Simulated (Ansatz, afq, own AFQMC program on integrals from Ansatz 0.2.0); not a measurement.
# SiHO (quartet): AFQMC on the coupled-cluster ladder at distance Si1–O2 = 1.728 Å, cc-pVDZ

Aim: compute SiHO (quartet) with auxiliary-field quantum Monte Carlo on the same integrals as coupled cluster, and set the energies side by side.

Program: Ansatz 0.2.0, Gaussian basis, and an in-house AFQMC program (afq) on its integrals; all values are calculated. Level of theory: cc-pVDZ, frozen cores. These are calculated values, not measurements.

Plan: PBE (unrestricted); r2SCAN (unrestricted); PBE0 (unrestricted); B3LYP (unrestricted); wB97M-V (unrestricted); B2PLYP (unrestricted); CCSD(T) on UHF; CCSDT(Q) on UHF; Phaseless AFQMC, CISD trial on UHF; Phaseless AFQMC, single-determinant trial on UHF; Free-projection AFQMC, CISD trial on UHF.

### 1 What is computed

The geometry derives from a PBE0/def2-TZVP stationary point (not a proven minimum). One bond is set to the value named and the two fragments are kept rigid.

3 atoms, charge 0, spin multiplicity 4.

Atoms are counted from 1 here; the program's logs count them from 0.

Bond lengths: Si1–O2 1.728 Å, Si1–H3 1.496 Å. Angles: O2–Si1–H3 115.5°.

### 2 PBE (unrestricted)

in.yaml

```yaml
crystal:
  periodic: [false, false, false]
  atoms:
    - {symbol: Si, position_ang: [0.000000, -0.094440, 0.592147]}
    - {symbol: O, position_ang: [0.000000, 0.091474, -1.126196]}
    - {symbol: H, position_ang: [0.000000, 1.179495, 1.376770]}
basis:
  gaussian: {orbitals: cc-pVDZ}
magnetization: {spin_polarized: true, initial_magnetization: 3}
hamiltonian: {xc: {name: PBE}}
output: {orbitals: {seedname: orbitals}}
```

The run is started by

```sh
> ansatz run in.yaml --threads 1 --pin off --events-out ev --progress --plain --max-ram 1382MiB
```

Output:

```text
Functional definition: PBE
  name "PBE"
  cite "Perdew, Burke & Ernzerhof, Phys. Rev. Lett. 77, 3865 (1996) doi:10.1103/PhysRevLett.77.3865"
  parent pbe
  parameter kappa = 0.804
  parameter beta = 0.06672455060314922
  exchange = pbe_x(kappa = kappa, mu = beta*pi^2/3)
  correlation = pbe_c(beta = beta)
431 factors; their error is unknown
mean field evaluation 1: about -9928.1807 eV, gradient 1.9e1 eV
mean field evaluation 2: about -9917.5026 eV, gradient 4.9e1 eV
mean field evaluation 4: about -9929.5525 eV, gradient 3.2e0 eV
mean field evaluation 8: about -9929.6163 eV, gradient 3.9e-2 eV
mean field evaluation 16: about -9929.6163 eV, gradient 2.0e-5 eV
mean field evaluation 32: about -9929.6848 eV, gradient 3.2e-5 eV
mean field evaluation 64: about -9929.6567 eV, gradient 1.3e-1 eV
mean field -9929.68478535 eV, -364.9091852797 hartree, gradient 2.1e-6 eV, S^2 3.753182; 5 other end points of the search recorded, 0 dependent functions left out
reference -9929.68481185 eV, -364.9091862534 hartree; 13, 10 occupied and 24, 27 virtual orbitals, 431 factors
Total energy: -9929.68481185 eV, -364.9091862534 hartree
```

It took 2 s on 1 thread of AMD EPYC 9R14 (Zen 4), shared host.

From the report: ⟨S²⟩ of the determinant 3.753 (pure quartet: 3.75).

### 3 r2SCAN (unrestricted)

Edit in.yaml of step 2 so:

```diff
@@ -9,3 +9,2 @@
 magnetization: {spin_polarized: true, initial_magnetization: 3}
-hamiltonian: {xc: {name: PBE}}
-output: {orbitals: {seedname: orbitals}}
+hamiltonian: {xc: {name: r2SCAN}}
```

Same command.

Output, cut to the lines that bear on the results:

```text
Functional definition: r2SCAN
  name "r2SCAN"
  cite "Furness, Kaplan, Ning, Perdew & Sun, J. Phys. Chem. Lett. 11, 8208 (2020) doi:10.1021/acs.jpclett.0c02405"
  cite "Furness, Kaplan, Ning, Perdew & Sun, J. Phys. Chem. Lett. 11, 9248 (2020) doi:10.1021/acs.jpclett.0c03077"
  parent r2scan
[...]
431 factors; their error is unknown
[...]
mean field -9934.37761287 eV, -365.0816435099 hartree, gradient 1.1e-6 eV, S^2 3.757361; 4 other end points of the search recorded, 0 dependent functions left out
reference -9934.37762131 eV, -365.0816438201 hartree; 13, 10 occupied and 24, 27 virtual orbitals, 431 factors
Total energy: -9934.37762131 eV, -365.0816438201 hartree
```

Run time: 4.3 s. Hardware: 1 thread of AMD EPYC 9R14 (Zen 4), shared host.

From the report: ⟨S²⟩ of the determinant 3.757 (pure quartet: 3.75).

### 4 PBE0 (unrestricted)

Edit in.yaml of step 3 so:

```diff
@@ -9,2 +9,3 @@
 magnetization: {spin_polarized: true, initial_magnetization: 3}
-hamiltonian: {xc: {name: r2SCAN}}
+hamiltonian: {xc: {name: PBE0}}
+output: {orbitals: {seedname: orbitals}}
```

Launched as before.

Output, cut to the lines that bear on the results:

```text
Functional definition: PBE0
  name "PBE0"
  cite "Adamo & Barone, J. Chem. Phys. 110, 6158 (1999) doi:10.1063/1.478522"
  cite "Perdew, Burke & Ernzerhof, Phys. Rev. Lett. 77, 3865 (1996) doi:10.1103/PhysRevLett.77.3865"
  parent pbe
[...]
357 factors; integrals over basis functions are off by at most 1.0e-3 eV
[...]
mean field -9930.50925007 eV, -364.9394837992 hartree, gradient 5.8e-6 eV, S^2 3.754877; 2 other end points of the search recorded, 0 dependent functions left out
reference -9930.50926998 eV, -364.9394845307 hartree; 13, 10 occupied and 24, 27 virtual orbitals, 357 factors
Total energy: -9930.50926998 eV, -364.9394845307 hartree
```

Run time: 1.7 s. Hardware: 1 thread of AMD EPYC 9R14 (Zen 4), shared host.

From the report: ⟨S²⟩ of the determinant 3.755 (pure quartet: 3.75).

### 5 B3LYP (unrestricted)

Edit in.yaml of step 4 so:

```diff
@@ -9,3 +9,2 @@
 magnetization: {spin_polarized: true, initial_magnetization: 3}
-hamiltonian: {xc: {name: PBE0}}
-output: {orbitals: {seedname: orbitals}}
+hamiltonian: {xc: {name: B3LYP}}
```

Launched as before.

Output, cut to the lines that bear on the results:

```text
Functional definition: B3LYP
  name "B3LYP"
  cite "Stephens, Devlin, Chabalowski & Frisch, J. Phys. Chem. 98, 11623 (1994) doi:10.1021/j100096a001"
  cite "Becke, Phys. Rev. A 38, 3098 (1988) doi:10.1103/PhysRevA.38.3098"
  cite "Lee, Yang & Parr, Phys. Rev. B 37, 785 (1988) doi:10.1103/PhysRevB.37.785"
  cite "Vosko, Wilk & Nusair, Can. J. Phys. 58, 1200 (1980) doi:10.1139/p80-159"
[...]
357 factors; integrals over basis functions are off by at most 1.0e-3 eV
[...]
mean field -9936.43159816 eV, -365.1571260773 hartree, gradient 1.9e-6 eV, S^2 3.754808; 2 other end points of the search recorded, 0 dependent functions left out
reference -9936.43176844 eV, -365.1571323349 hartree; 13, 10 occupied and 24, 27 virtual orbitals, 357 factors
Total energy: -9936.43176844 eV, -365.1571323349 hartree
```

It took 1.8 s on 1 thread of AMD EPYC 9R14 (Zen 4), shared host.

From the report: ⟨S²⟩ of the determinant 3.755 (pure quartet: 3.75).

### 6 wB97M-V (unrestricted)

Edit in.yaml of step 5 so:

```diff
@@ -9,2 +9,3 @@
 magnetization: {spin_polarized: true, initial_magnetization: 3}
-hamiltonian: {xc: {name: B3LYP}}
+hamiltonian: {xc: {name: wB97M-V}}
+output: {orbitals: {seedname: orbitals}}
```

Same command.

Output, cut to the lines that bear on the results:

```text
Functional definition: wB97M-V
  name "wB97M-V"
  cite "Mardirossian & Head-Gordon, J. Chem. Phys. 144, 214110 (2016) doi:10.1063/1.4952647"
  cite "Becke, J. Chem. Phys. 107, 8554 (1997) doi:10.1063/1.475007"
  cite "Vydrov & Van Voorhis, J. Chem. Phys. 133, 244103 (2010) doi:10.1063/1.3521275"
  # Of w^i u^j: cxij and so on, Table III.
[...]
  gx(w, u) = 1 - cx + cx01*u + cx10*w
  gss(w, u) = css00 + css04*u^4 + css10*w + css20*w^2 + css43*w^4*u^3
  gos(w, u) = cos00 + cos10*w + (cos20 + cos21*u)*w^2 + (cos60 + cos61*u)*w^6
[...]
      + integral(e_c_pw_mod_opposite_spin*gos(b97_w_opposite, b97_u_opposite)) + vv10(b, c)
357 factors; integrals over basis functions are off by at most 1.0e-3 eV
108 factors; integrals over basis functions are off by at most 9.5e-6 eV
[...]
mean field -9934.58580029 eV, -365.0892942566 hartree, gradient 1.3e-6 eV, S^2 3.754105; 2 other end points of the search recorded, 0 dependent functions left out
reference -9934.58582754 eV, -365.0892952579 hartree; 13, 10 occupied and 24, 27 virtual orbitals, 357 factors
Total energy: -9934.58582754 eV, -365.0892952579 hartree
```

It took 7 s on 1 thread of AMD EPYC 9R14 (Zen 4), shared host.

From the report: ⟨S²⟩ of the determinant 3.754 (pure quartet: 3.75).

### 7 B2PLYP (unrestricted)

Edit in.yaml of step 6 so:

```diff
@@ -9,3 +9,3 @@
 magnetization: {spin_polarized: true, initial_magnetization: 3}
-hamiltonian: {xc: {name: wB97M-V}}
-output: {orbitals: {seedname: orbitals}}
+hamiltonian: {xc: {name: B2PLYP}}
+correlation: {electrons: outside_noble_gas}
```

Same command.

Output, cut to the lines that bear on the results:

```text
Functional definition: B2PLYP
  name "B2PLYP"
  cite "Grimme, J. Chem. Phys. 124, 034108 (2006) doi:10.1063/1.2148954"
  cite "Becke, Phys. Rev. A 38, 3098 (1988) doi:10.1103/PhysRevA.38.3098"
  cite "Lee, Yang & Parr, Phys. Rev. B 37, 785 (1988) doi:10.1103/PhysRevB.37.785"
[...]
357 factors; integrals over basis functions are off by at most 1.0e-3 eV
[...]
mean field -9928.95484734 eV, -364.8823605525 hartree, gradient 1.6e-6 eV, S^2 3.758174; 3 other end points of the search recorded, 0 dependent functions left out
6 core orbitals not correlated: weight in the atoms' cores, before any rotation towards them, 1.000 or more for the frozen orbitals, at most 0.000 for the correlated occupied ones
reference -9928.95495530 eV, -364.8823645197 hartree; 7, 4 occupied and 24, 27 virtual orbitals, 357 factors
second order -6.76278113 eV of doubles, -0.00000000 eV of singles
Total energy: -9930.78090620 eV, -364.9494669778 hartree
```

Wall time 2.1 s (1 thread of AMD EPYC 9R14 (Zen 4), shared host).

From the report: ⟨S²⟩ of the determinant 3.758 (pure quartet: 3.75).

### 8 CCSD(T) on UHF

Edit in.yaml of step 7 so:

```diff
@@ -9,3 +9,2 @@
 magnetization: {spin_polarized: true, initial_magnetization: 3}
-hamiltonian: {xc: {name: B2PLYP}}
-correlation: {electrons: outside_noble_gas}
+correlation: {method: ccsd_t, electrons: outside_noble_gas, hamiltonian_folder: ham}
```

The command is unchanged.

Output, cut to the lines that bear on the results:

```text
Functional definition: HF
  name "HF"
  cite "Fock, Z. Phys. 61, 126 (1930) doi:10.1007/BF01340294"
  parent pbe
[...]
357 factors; integrals over basis functions are off by at most 1.0e-3 eV
[...]
mean field -9912.13170499 eV, -364.2641214742 hartree, gradient 2.0e-6 eV, S^2 3.761578; 8 other end points of the search recorded, 0 dependent functions left out
determinant -9912.13170499 eV, -364.2641214742 hartree, with singles and doubles -9918.29775155 eV, -364.4907195058 hartree
determinant -9912.07927010 eV, -364.2621945277 hartree, with singles and doubles -9918.22830971 eV, -364.4881675652 hartree
determinant -9912.13170499 eV, -364.2641214742 hartree, with singles and doubles -9918.29963500 eV, -364.4907887213 hartree
determinant -9912.07927010 eV, -364.2621945277 hartree, with singles and doubles -9918.23005858 eV, -364.4882318352 hartree
6 core orbitals not correlated: weight in the atoms' cores, before any rotation towards them, 1.000 or more for the frozen orbitals, at most 0.000 for the correlated occupied ones
reference -9912.13170499 eV, -364.2641214742 hartree; 7, 4 occupied and 24, 27 virtual orbitals, 357 factors
second order -5.43097283 eV of doubles, -0.00000000 eV of singles
cycle   1  -6.16792535 eV  change    4.7e-6 eV  update   4.6e-6
perturbative correction -0.13392145 eV, -0.0049215223 hartree
Total energy: -9918.43355178 eV, -364.4957100723 hartree
```

Run time: 1.5 s. Hardware: 1 thread of AMD EPYC 9R14 (Zen 4), shared host.

From the report: ⟨S²⟩ of the determinant 3.762 (pure quartet: 3.75); correlation -6.3018 eV; T1 0.022; largest double amplitude 0.03.

This run also writes the integrals to the folder ham.

### 9 CCSDT(Q) on UHF

Edit in.yaml of step 8 so:

```diff
@@ -9,2 +9,2 @@
 magnetization: {spin_polarized: true, initial_magnetization: 3}
-correlation: {method: ccsd_t, electrons: outside_noble_gas, hamiltonian_folder: ham}
+correlation: {method: ccsdt_q, electrons: outside_noble_gas}
```

Same command.

Output, cut to the lines that bear on the results:

```text
Functional definition: HF
  name "HF"
  cite "Fock, Z. Phys. 61, 126 (1930) doi:10.1007/BF01340294"
  parent pbe
[...]
652 factors; integrals over basis functions are off by at most 1.6e-7 eV
[...]
mean field -9912.13178319 eV, -364.2641243479 hartree, gradient 1.9e-6 eV, S^2 3.761578; 8 other end points of the search recorded, 0 dependent functions left out
determinant -9912.13178319 eV, -364.2641243479 hartree, with singles and doubles -9918.29783246 eV, -364.4907224791 hartree
determinant -9912.07934883 eV, -364.2621974208 hartree, with singles and doubles -9918.22838808 eV, -364.4881704453 hartree
determinant -9912.13178319 eV, -364.2641243479 hartree, with singles and doubles -9918.29971589 eV, -364.4907916938 hartree
determinant -9912.07934883 eV, -364.2621974208 hartree, with singles and doubles -9918.23013677 eV, -364.4882347085 hartree
6 core orbitals not correlated: weight in the atoms' cores, before any rotation towards them, 1.000 or more for the frozen orbitals, at most 0.000 for the correlated occupied ones
reference -9912.13178319 eV, -364.2641243479 hartree; 7, 4 occupied and 24, 27 virtual orbitals, 652 factors
second order -5.43099227 eV of doubles, -0.00000000 eV of singles
cycle   1  -5.88875279 eV  change   -4.6e-1 eV  update   7.5e-2
[...]
cycle  25  -6.32907988 eV  change    1.0e-7 eV  update   6.8e-7
perturbative correction -0.01268881 eV, -0.0004663051 hartree
Total energy: -9918.47355187 eV, -364.4971800485 hartree
```

Wall time 11 s (1 thread of AMD EPYC 9R14 (Zen 4), shared host); peak memory 0.25 GiB.

From the report: ⟨S²⟩ of the determinant 3.762 (pure quartet: 3.75); correlation -6.3418 eV; T1 0.023; largest double amplitude 0.04.

### 10 Phaseless AFQMC, CISD trial on UHF

It reads the integrals that the CCSD(T) run on this determinant wrote.

The run is started by

```sh
> afq ham --method phaseless --trial cisd --walkers 60 --populations 1 --least-time 40 --time-step 0.005 --steps-per-block 50 --equilibration-blocks 28 --max-blocks 300 --target-error 0.0004 --factor-cut 1e-05 --start spin_pure --seed 6065 --release-times 0.24,0.51,0.99,1.62,2.4 --release-step 0.03 --release-every 4 --taylor-order 6
```

Output:

```text
orbitals 31  electrons 7 4  factors 223 of 357
reference energy -364.26412147 Eh
CCSD correlation -0.22666704 Eh in 13 cycles, weight of the determinant in the CISD state 0.9054
energy of the start -364.490522 Eh
 block  time / (1/Eh)  mean weight  energy / Eh
     1     0.250  0.9993  -364.488300
     2     0.500  0.9994  -364.491010
     3     0.750  0.9988  -364.493135
     4     1.000  1.0007  -364.495855
     5     1.250  1.0012  -364.498364
     6     1.500  1.0002  -364.501344
     7     1.750  0.9994  -364.498376
     8     2.000  1.0004  -364.496409
     9     2.250  1.0007  -364.500018
    10     2.500  0.9993  -364.494101
    13     3.250  1.0003  -364.501035
    17     4.250  1.0004  -364.495127
    21     5.250  1.0018  -364.492798
    25     6.250  0.9994  -364.496604
    29     7.250  1.0007  -364.495544
    33     8.250  0.9979  -364.495497
    37     9.250  1.0004  -364.497675
    41    10.250  0.9996  -364.492299
    45    11.250  1.0002  -364.499402
    49    12.250  1.0015  -364.492641
    53    13.250  1.0020  -364.493880
    57    14.250  1.0017  -364.493289
    61    15.250  0.9995  -364.493113
    65    16.250  1.0012  -364.490700
    69    17.250  0.9990  -364.493962
    73    18.250  1.0006  -364.495168
    77    19.250  1.0031  -364.498528
    81    20.250  0.9994  -364.494101
    85    21.250  0.9973  -364.499402
    89    22.250  1.0004  -364.495577
    93    23.250  1.0004  -364.492489
    97    24.250  1.0023  -364.494171
   101    25.250  0.9998  -364.506436
   105    26.250  1.0006  -364.495895
   109    27.250  1.0026  -364.491625
   113    28.250  0.9996  -364.499609
   117    29.250  0.9978  -364.498358
   121    30.250  1.0007  -364.497059
   125    31.250  1.0011  -364.496118
   129    32.250  0.9991  -364.495810
   133    33.250  0.9995  -364.495830
   137    34.250  1.0033  -364.500550
   141    35.250  0.9987  -364.495202
   145    36.250  0.9981  -364.495576
   149    37.250  1.0029  -364.495012
   153    38.250  0.9981  -364.497836
   157    39.250  0.9989  -364.494737
   161    40.250  0.9981  -364.495891
   165    41.250  1.0018  -364.497534
   169    42.250  0.9998  -364.496389
   173    43.250  1.0013  -364.497295
   177    44.250  0.9981  -364.495766
   181    45.250  1.0010  -364.493602
   185    46.250  0.9999  -364.496955
blocks merged  error / Eh  count
     1  0.000264  160
     2  0.000311  80
     4  0.000364  40
     8  0.000356  20
    16  0.000393  10
released: time / (1/Eh)  energy / Eh  error  mean overlap
  0.24  -364.496921  0.000519  0.9974
  0.51  -364.497105  0.000476  1.0014
  0.99  -364.496785  0.000445  0.9994
  1.62  -364.497002  0.000521  0.9999
  2.40  -364.497586  0.000893  0.9671
energy -364.495816 +/- 0.000364 Eh
```

Wall time 1.7 min (1 thread of AMD EPYC 9R14 (Zen 4), shared host).

Energy -9918.4364 ± 0.0099 eV. Caveats: constraint bias not in the error.

### 11 Phaseless AFQMC, single-determinant trial on UHF

It reads the integrals that the CCSD(T) run on this determinant wrote.

The run is started by

```sh
> afq ham --method phaseless --trial hf --walkers 120 --populations 1 --least-time 40 --time-step 0.005 --steps-per-block 20 --equilibration-blocks 112 --max-blocks 600 --target-error 0.0012000000000000001 --factor-cut 1e-05 --start spin_pure --seed 2689 --taylor-order 6
```

Output:

```text
orbitals 31  electrons 7 4  factors 223 of 357
reference energy -364.26412147 Eh
CCSD correlation -0.22666704 Eh in 13 cycles, weight of the determinant in the CISD state 0.9054
energy of the start -364.264414 Eh
 block  time / (1/Eh)  mean weight  energy / Eh
     1     0.100  1.0013  -364.331311
     2     0.200  1.0022  -364.367040
     3     0.300  1.0009  -364.407200
     4     0.400  1.0016  -364.418881
     5     0.500  0.9997  -364.431435
     6     0.600  1.0009  -364.423301
     7     0.700  1.0026  -364.451947
     8     0.800  1.0016  -364.469575
     9     0.900  1.0005  -364.493030
    10     1.000  1.0006  -364.480457
    18     1.800  0.9995  -364.487248
    35     3.500  1.0026  -364.475559
    52     5.200  1.0004  -364.491384
    69     6.900  1.0012  -364.500877
    86     8.600  1.0007  -364.514833
   103    10.300  0.9999  -364.491044
   120    12.000  1.0004  -364.481599
   137    13.700  0.9998  -364.460485
   154    15.400  1.0012  -364.490697
   171    17.100  0.9965  -364.506911
   188    18.800  0.9996  -364.510877
   205    20.500  0.9981  -364.497418
   222    22.200  0.9992  -364.472278
   239    23.900  1.0004  -364.491728
   256    25.600  0.9990  -364.479175
   273    27.300  1.0017  -364.506985
   290    29.000  1.0028  -364.472516
   307    30.700  1.0004  -364.486436
   324    32.400  0.9997  -364.491084
   341    34.100  0.9978  -364.495688
   358    35.800  1.0037  -364.516384
   375    37.500  1.0021  -364.535401
   392    39.200  1.0006  -364.462625
   409    40.900  1.0015  -364.494700
   426    42.600  1.0003  -364.501677
   443    44.300  1.0004  -364.496614
   460    46.000  0.9999  -364.502225
   477    47.700  1.0010  -364.467219
   494    49.400  1.0009  -364.500503
   511    51.100  0.9980  -364.520743
   528    52.800  0.9992  -364.481758
   545    54.500  1.0022  -364.479596
   562    56.200  1.0009  -364.471753
   579    57.900  1.0013  -364.518724
   596    59.600  0.9933  -364.517528
   613    61.300  1.0002  -364.469605
   630    63.000  0.9983  -364.463259
   647    64.700  0.9982  -364.487290
   664    66.400  0.9988  -364.485852
   681    68.100  0.9987  -364.508551
   698    69.800  1.0003  -364.509891
blocks merged  error / Eh  count
     1  0.000807  600
     2  0.001059  300
     4  0.001351  150
     8  0.001577  75
    16  0.001852  37
    32  0.002054  18
    64  0.001759  9
energy -364.493099 +/- 0.002054 Eh
```

Wall time 1.9 min (1 thread of AMD EPYC 9R14 (Zen 4), shared host).

Energy -9918.3625 ± 0.0559 eV. Caveats: constraint bias not in the error; error above the target.

### 12 Free-projection AFQMC, CISD trial on UHF

It reads the integrals that the CCSD(T) run on this determinant wrote.

The run is started by

```sh
> afq ham --method free --trial cisd --walkers 60 --time-step 0.03 --max-blocks 80 --target-error 0.0004 --factor-cut 1e-05 --seed 1957 --times 0,0.21,0.42,0.81,1.2,1.8,2.4,3 --taylor-order 8
```

Output:

```text
orbitals 31  electrons 7 4  factors 223 of 357
reference energy -364.26412147 Eh
CCSD correlation -0.22666704 Eh in 13 cycles, weight of the determinant in the CISD state 0.9054
repeat  energy at the last time / Eh  error
    10  -364.498950  0.001230
    20  -364.496501  0.000879
    30  -364.496612  0.000682
    40  -364.496730  0.000577
    50  -364.496855  0.000533
    60  -364.496830  0.000480
    70  -364.497072  0.000470
    80  -364.496989  0.000424
time / (1/Eh)  energy / Eh  error  mean overlap
  0.00  -364.490879  0.000190  1.1047
  0.21  -364.493725  0.000187  1.1110
  0.42  -364.495034  0.000228  1.1053
  0.81  -364.495960  0.000218  1.1050
  1.20  -364.496283  0.000251  1.1030
  1.80  -364.496772  0.000305  1.1125
  2.40  -364.497264  0.000358  1.1004
  3.00  -364.496989  0.000424  1.1051
energy -364.496989 +/- 0.000424 Eh
```

Wall time 1.8 min (1 thread of AMD EPYC 9R14 (Zen 4), shared host).

Energy -9918.4684 ± 0.0115 eV. Caveats: remainder of the start not in the error.

### 13 AFQMC on the ladder

On the UHF determinant, counted from CCSDT(Q) (a yardstick, not exact):

| level | energy (eV) | from CCSDT(Q) (kcal/mol) | statistical error (kcal/mol) | time |
| --- | --- | --- | --- | --- |
| HF | -9912.1317 | +146.25 |  |  |
| MP2 | -9917.5627 | +21.01 |  |  |
| CCSD | -9918.2996 | +4.01 |  |  |
| CCSD(T) | -9918.4336 | +0.92 |  |  |
| CCSDT(Q) | -9918.4736 | 0.00 |  |  |
| Phaseless AFQMC, CISD trial, step 0.005, 60 walkers | -9918.4364 | +0.86 | 0.23 | 1.7 min |
| Phaseless AFQMC, single-determinant trial, step 0.005, 120 walkers | -9918.3625 | +2.56 | 1.29 | 1.9 min |
| Free-projection AFQMC, CISD trial, step 0.03, 60 walkers | -9918.4684 | +0.12 | 0.27 | 1.8 min |

The functionals' totals stand on their own zeros and serve differences with other points: PBE -9929.685 eV; r2SCAN -9934.378 eV; PBE0 -9930.509 eV; B3LYP -9936.432 eV; wB97M-V -9934.586 eV; B2PLYP -9930.781 eV.

### 14 Outcome

| quantity | value |
| --- | --- |
| CCSD(T) on UHF from CCSDT(Q) | +0.92 kcal/mol |
| Phaseless AFQMC, CISD trial on UHF from CCSDT(Q) | +0.86 ± 0.23 kcal/mol |
| Phaseless AFQMC, single-determinant trial on UHF from CCSDT(Q) | +2.56 ± 1.29 kcal/mol |
| Free-projection AFQMC, CISD trial on UHF from CCSDT(Q) | +0.12 ± 0.27 kcal/mol |

What this shows: On UHF the phaseless walk with the CISD trial lies +0.86 kcal/mol from CCSDT(Q), 4 times its error bar. Free projection has no constraint; at the last time it gives +0.12 ± 0.27 kcal/mol, and from a start that isn't spin pure other spins can mix in. Error bars are statistical and leave out the constraint, the time step and what remains of the start.
